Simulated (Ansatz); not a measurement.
One change: `CC(C)C(C)(C)O` becomes `CC(C)(O)Cl`.

Ansatz, PBE0-D4/def2-TZVP geometries, multiplicity 1. Each molecule was computed in one conformer, which needn't be the lowest.

```json
{"property": "HOMO energy (ωB97M-V/def2-TZVPP) / eV", "`CC(C)C(C)(C)O`": "-10.05"}
{"property": "HOMO–LUMO gap (PBE0/def2-TZVPP) / eV", "`CC(C)C(C)(C)O`": "8.52"}
{"property": "LUMO energy (PBE0/def2-TZVPP) / eV", "`CC(C)C(C)(C)O`": "0.88"}
{"property": "size of the dipole moment (B3LYP/def2-TZVPP) / D", "`CC(C)C(C)(C)O`": "1.49"}
{"property": "HOMO energy (PBE/def2-TZVPP) / eV", "`CC(C)C(C)(C)O`": "-6.05"}
{"property": "HOMO–LUMO gap (B3LYP/def2-TZVPP) / eV", "`CC(C)C(C)(C)O`": "7.95"}
```

Q: Give the same properties after the change, and the shifts. (Best estimate.)

A: Computed: 
```csv
property,`CC(C)(O)Cl`,shift
HOMO energy (ωB97M-V/def2-TZVPP) / eV,-10.60,-0.55
HOMO–LUMO gap (PBE0/def2-TZVPP) / eV,8.85,0.33
LUMO energy (PBE0/def2-TZVPP) / eV,0.59,-0.29
size of the dipole moment (B3LYP/def2-TZVPP) / D,2.13,0.64
HOMO energy (PBE/def2-TZVPP) / eV,-6.75,-0.70
HOMO–LUMO gap (B3LYP/def2-TZVPP) / eV,8.27,0.32
```

With PBE0 the HOMO falls by 0.62 eV and the LUMO falls by 0.29 eV, so the gap widens by about 0.33 eV. PBE moves the HOMO by -0.70 eV and ωB97M-V by -0.55 eV. Dipoles are sizes alone; their direction can turn.

Positive LUMOs are unbound, so they and the gaps depend on the basis.

B3LYP here is the variant with VWN-RPA as its local correlation; programs differ in this.
